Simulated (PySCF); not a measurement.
Gas-phase reaction: c-Si3H6 + 3 HF ⇌ 3 SiHF + 3 H2

Energies from PySCF, thermal terms from the rigid-rotor harmonic-oscillator model, ideal gas at 1 bar. † marks an energy on the PBE0/def2-TZVP geometry and frequencies; other levels use their own. MP2 freezes the core. All species are closed-shell singlets. c-Si3H6, SiHF: computed as isolated molecules; such fragments, hydroxides, amides, oligomers or adducts are transient or little studied in the gas. MP2 isn't extrapolated to the basis-set limit; its ΔH°(298 K) is 130.4 kJ in def2-SVP and 120.1 kJ in def2-TZVPP. The harmonic model lacks anharmonicity and excited electronic states, which grow with temperature; levels with a mode under 35 cm⁻¹ are left out.

| level | ΔE electronic, kJ | ΔH°(298 K), kJ | ΔS°(298 K), J/K | ΔG°(1600 K), kJ |
|---|---|---|---|---|
| BLYP/def2-TZVP† | 38 | -9 | 280 | -449 |
| HF/def2-TZVP† | 77 | 30 | 280 | -410 |
| M06-2X/def2-TZVP† | 100 | 53 | 280 | -387 |
| MP2/def2-SVP† | 177 | 130 | 280 | -309 |
| PBE/def2-TZVP† | 167 | 120 | 280 | -320 |
| PBE0/def2-TZVP | 200 | 153 | 280 | -287 |
| LDA/def2-TZVP† | 245 | 198 | 280 | -242 |
| ωB97M-V/def2-TZVP† | 95 | 48 | 280 | -392 |
| ωB97X-V/def2-TZVP† | 153 | 106 | 280 | -333 |
ΔH° is lowest at BLYP/def2-TZVP† and highest at LDA/def2-TZVP†. No reference value is set beside these.
